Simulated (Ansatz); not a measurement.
Coupled-cluster diagnostics for the cluster MgCl₂⁻, Ansatz.

Geometry of the doublet (PBE0-D4/def2-TZVPD):

```xyz
3

Mg   -0.392   -0.646    0.207
Cl    1.592   -0.799   -0.967
Cl   -1.200    1.446    0.760
```

Correlated methods freeze 11 core orbitals; core or outer-core shells of Mg are correlated, in sets that lack core-valence functions. In the quartet, Cl2 and Cl3 lie 2.61 Å apart (atoms count from 1), so these atoms are partly bonded to each other. The structure comes from a short search, and lower isomers may exist.

Geometry of the charge -1 quartet (PBE0-D4/def2-TZVPD):

```xyz
3

Mg   -0.2242    0.3421   -1.3728
Cl    1.3986   -0.1326    0.4859
Cl   -1.1744   -0.2095    0.8869
```

Question: Estimate the CCSD(T) correlation energy, the shares of MP2 and (T), T1 and the reference's ⟨S²⟩ for: charge -1, doublet, own geometry in def2-TZVPPD; charge -1, quartet, own geometry in def2-TZVPPD; charge 0, singlet, vertical in def2-TZVPPD; and the rough time on 4 threads of Arm Neoverse V1 on a shared host.

Answer: 
| state | basis | correlation (eV) | MP2 share (%) | (T) share (%) | T1 | ⟨S²⟩ (pure) | wall time |
| --- | --- | --- | --- | --- | --- | --- | --- |
| charge -1, doublet, own geometry | def2-TZVPPD | -17.283 | 90.9 | 3.2 | 0.010 | 0.75 (0.75) | 13 s |
| charge -1, quartet, own geometry | def2-TZVPPD | -16.996 | 90.0 | 3.4 | 0.012 | 3.77 (3.75) | 11 s |
| charge 0, singlet, vertical | def2-TZVPPD | -17.123 | 90.9 | 3.2 | 0.008 | 0.00 (0.00) | 3.4 s |
Customary marks for T1 are 0.02 (closed shells), 0.045 (open shells) and about 0.05 (3d metals). T1 stays under 0.02 throughout.
